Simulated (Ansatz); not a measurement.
We consider wurtzite MgTe, described by PBE (Ansatz, a program for electronic structure, plane waves, PAW).

Numerical settings: plane-wave cutoff 520 eV, 12×12×6 k mesh (along the axes of the cell as run), Fermi–Dirac smearing 0.01 eV, scalar-relativistic PAW data made under PBE.

Computed points:

```tsv
V (Å³/atom)	E − E_lowest (meV/atom)	P (GPa)
33.103	6.27	1.508
33.793	1.52	0.716
34.482	0.00	0.001
35.172	1.41	-0.643
35.862	5.44	-1.224
```

Estimate the bulk modulus from the pressures at 33.793 and 35.172 Å³/atom, and compare it with a fit to all energies.

B = −V dP/dV. Between V = 33.793 and 35.172 Å³/atom, dP/dV = (-0.643 − (0.716))/(35.172 − 33.793) = -0.985 GPa per Å³/atom; at the midpoint 34.483 Å³/atom this gives B ≈ 34.0 GPa. The third-order Birch–Murnaghan fit gives V0 = 34.484 Å³/atom, B0 = 33.9 GPa, B′ = 4.2, which lies within 1 % of that estimate.

Shape and atoms are relaxed at each volume.

Note: the bulk modulus comes from volumes at which shape and atoms were relaxed.

Spin–orbit coupling is not included.

Computed values are for the static lattice.

It cost very roughly 8 core-minutes of CPU time.
